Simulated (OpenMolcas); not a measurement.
**CCSD(T)/ANO-L-VTZP run of HBS (hydrogen boron sulfide)**

Aim: the vertical electron affinity of HBS (hydrogen boron sulfide) at CCSD(T)/ANO-L-VTZP, from 2 runs. 

The calculation is run with OpenMolcas 26.06.

2 further runs of the same task are left out: 2 set aside as unsound or not needed.

## 1. Starting point

HBS has 3 atoms, charge 0, and is taken as a singlet. As SMILES, `B=S`. The coordinates come from a PBE0-D4/def2-TZVP relaxation.

Bond lengths: B1–S2 1.598 Å, B1–H3 1.175 Å. Angles: S2–B1–H3 180.0°.

## 2. A single-point energy at CCSD(T)/ANO-L-VTZP

The input, job.inp:

```
>>> EXPORT MOLCAS_PRINT=2

&GATEWAY
  COORD
  3
  angstrom
  B       -0.038660      -0.014560       0.134750
  S        0.399170       0.147640      -1.393290
  H       -0.360510      -0.133080       1.258530
  BASIS = ANO-L-VTZP
  GROUP = NoSym

&SEWARD

&SCF
  PRORBITALS = 1 1

&RASSCF
  FILEORB = $Project.ScfOrb
  SPIN = 1
  NACTEL = 0 0 0
  INACTIVE = 11
  RAS2 = 0
  OUTORBITALS = Canonical
  ORBLISTING = Nothing

&MOTRA
  JOBIPH
  FROZEN = 6

&CCSDT
  CCT
  TRIPLES = 2
  ITERATIONS = 50
  EXTRAPOLATION = 5 4
```

Started as:

```
export MOLCAS_MEM=1860
pymolcas job.inp > job.log
```

Log, shortened:

```text
--- Start Module: gateway ---
[...]
--- Stop Module: gateway /rc=_RC_ALL_IS_WELL_ ---
[...]
      Basis functions           78
[...]
       Convergence after  11 Iterations
[...]
::    Total SCF energy                               -422.8373572767
[...]
      Total spin, S                                     0.0000000000
[...]
      Number of active orbitals                  0
[...]
      Spin quantum number                      0.0
[...]
      Active orbitals                            0
[...]
      Number of CSFs                             1
[...]
      Number of root(s) required                 1
[...]
      Convergence after  4 iterations
[...]
      Natural orbitals and occupation numbers for root  1
      ************************************************************************************************************************
      *                                                    Final results                                                     *
      ************************************************************************************************************************
[...]
::    RASSCF root number  1 Total energy:   -422.83735728
[...]
      Total electronic charge=   22.000000
      Total            charge=   -0.000000
[...]
      Dipole Moment (debye):
      Origin of the operator (angstrom)=    0.2722    0.1006   -0.9501
                   X= -5.5206E-01               Y= -2.0451E-01               Z=  1.9267E+00           Total=  2.0147E+00
      Quadrupole Moment (debye*angstrom):
[...]
--- Start Module: motra ---
[...]
      *** WARNING: Default frozen orbitals is overwritten by user input.
      *** Default values:   6
[...]
--- Stop Module: motra /rc=_RC_ALL_IS_WELL_ ---
[...]
--- Start Module: ccsdt ---
[...]
      Convergence after                    12  Iterations
      Total energy (diff) :    -423.11588770       0.00000000
[...]
 METHOD                       : CCSD+T(CCSD)+<T3(1)WT1> = CCSD(T)
[...]
       CCSD     =      -423.1158877028390
[...]
--- Stop Module: ccsdt /rc=_RC_ALL_IS_WELL_ ---
[...]
```

Wall time 15 s (1 thread of Arm Neoverse V2, shared host); peak memory 0.44 GiB.

## 3. The doublet anion, same level

The input, job.input:

```
>>> EXPORT MOLCAS_PRINT=2

&GATEWAY
  Coord
  3
  angstrom
  B       -0.038660      -0.014560       0.134750
  S        0.399170       0.147640      -1.393290
  H       -0.360510      -0.133080       1.258530
  Basis
  ANO-L-VTZP
  Group
  NoSym

&SEWARD

&SCF
  UHF
  Charge
  -1
  Spin
  2
  PrOrbitals
  1 1

&RASSCF
  FileOrb
  $Project.UnaOrb
  Spin
  2
  Nactel
  1 0 0
  Inactive
  11
  Ras2
  1
  OutOrbitals
  Canonical
  OrbListing
  Nothing

&MOTRA
  JobIph
  Frozen
  6

&CCSDT
  CCT
  Triples
  3
  Iterations
  50
  Extrapolation
  5 4
```

Started as:

```
export MOLCAS_MEM=1860
pymolcas job.input > job.log
```

Log, shortened:

```text
--- Start Module: gateway ---
[...]
--- Stop Module: gateway /rc=_RC_ALL_IS_WELL_ ---
[...]
      Basis functions           78
[...]
       Convergence after  22 Iterations
[...]
::    Total SCF energy                               -422.7981410276
[...]
      Total spin, S                                     0.5000330620
[...]
      Number of active orbitals                  1
[...]
      Spin quantum number                      0.5
[...]
      Active orbitals                            1
[...]
      Number of CSFs                             1
[...]
      Number of root(s) required                 1
[...]
      Convergence after  4 iterations
[...]
      printout of CI-coefficients larger than  0.05 for root  1
      energy=    -422.798127
      conf/sym  1     Coeff  Weight
             1  u   1.00000 1.00000
      Natural orbitals and occupation numbers for root  1
      sym 1:   1.000000
      ************************************************************************************************************************
      *                                                    Final results                                                     *
[...]
::    RASSCF root number  1 Total energy:   -422.79812734
[...]
      Total electronic charge=   23.000000
      Total            charge=   -1.000000
[...]
      Dipole Moment (debye):
      Origin of the operator (angstrom)=    0.2722    0.1006   -0.9501
                   X=  1.8462E+00               Y=  6.8483E-01               Z= -6.4428E+00           Total=  6.7370E+00
      Center of Charge (angstrom)
[...]
--- Start Module: motra ---
[...]
      *** WARNING: Default frozen orbitals is overwritten by user input.
      *** Default values:   6
[...]
--- Stop Module: motra /rc=_RC_ALL_IS_WELL_ ---
--- Start Module: ccsdt ---
[...]
      Convergence after                    17  Iterations
      Total energy (diff) :    -423.08035444      -0.00000000
[...]
 METHOD                       : CCSD+T(CCSD)+<T3(1)WT1>+<T3(1)UT2> = CCSD(T)
[...]
       CCSD     =      -423.0803544419368
[...]
--- Stop Module: ccsdt /rc=_RC_ALL_IS_WELL_ ---
[...]
```

It took 21 s on 1 thread of Arm Neoverse V2, shared host; peak memory 0.44 GiB.

## 4. Summary of results

Level: CCSD(T)/ANO-L-VTZP, 6 core orbitals frozen.

```
                                                quantity          value
                               singlet HBS: total energy  -423.13136 Eh
         singlet HBS: dipole moment (mean-field density)         2.01 D
        singlet HBS: HOMO energy (Hartree–Fock orbitals)      -10.96 eV
        singlet HBS: LUMO energy (Hartree–Fock orbitals)        1.07 eV
      singlet HBS: HOMO–LUMO gap (Hartree–Fock orbitals)       12.04 eV
singlet HBS: correlation energy (6 core orbitals frozen)     -294.0 mEh
                             singlet HBS: (T) correction     -15.47 mEh
                             doublet anion: total energy  -423.09658 Eh
                           doublet anion: (T) correction     -16.22 mEh
       vertical electron affinity (to the doublet anion)      -0.947 eV
```

**Reading.** The anion lies 0.95 eV (91.3 kJ/mol) above the neutral: the electron isn't bound at this level, and such a value depends on the basis. Without diffuse functions anions come out too high. The triples (singlet HBS) make up 5.3 % of the correlation energy.
